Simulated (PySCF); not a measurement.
HSiF (singlet state).
Numbering: `[F:1][SiH:2]` (hydrogens: H3 on Si2)

The closed-shell ground state was solved at several levels (PySCF, density fitting, gas phase, non-relativistic). Isolated species at its PBE0-D3(BJ)/def2-TZVP geometry, gas phase.

| level | basis functions | total energy (Eh) | HOMO (eV) | LUMO (eV) | gap (eV) | dipole (D) |
| --- | --- | --- | --- | --- | --- | --- |
| PBE0/aug-cc-pVTZ | 119 | -389.7612 | -7.01 | -2.73 | 4.28 | 0.96 |
| PBE0/pcSseg-2 | 93 | -389.7683 | -6.98 | -2.69 | 4.29 | 1.08 |
| CAM-B3LYP/aug-cc-pVTZ | 119 | -389.9692 | -8.34 | -1.65 | 6.69 | 1.03 |

Problem. What might wB97X-D/aug-cc-pVTZ (119 basis functions) give for the same quantities?

Solution. Total energy -389.9480 Eh, HOMO -8.88 eV, LUMO -0.95 eV, gap 7.93 eV, dipole 0.96 D.

Problem. How far do the dipole and the HOMO energy spread over the levels?

Solution. The dipole runs from 0.96 to 1.08 D (mean 1.01 D) and the HOMO from -8.88 to -6.98 eV.

The pairwise dispersion term of wB97X-D wasn't added to the energies; at a given geometry it leaves orbitals and properties as they are.
